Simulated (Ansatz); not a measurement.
A geometry relaxed with Ansatz (a quantum-chemistry and plane-wave program) with B3LYP-D3(BJ)/def2-TZVP, charge 0, multiplicity 1:

```xyz
4

F      1.2080    -0.5215     0.0038
F     -0.1524     1.3069    -0.0004
B      0.0000     0.0000     0.0000
F     -1.0556    -0.7854    -0.0034
```

Question: Write the SMILES of this molecule.

Answer: `FB(F)F`
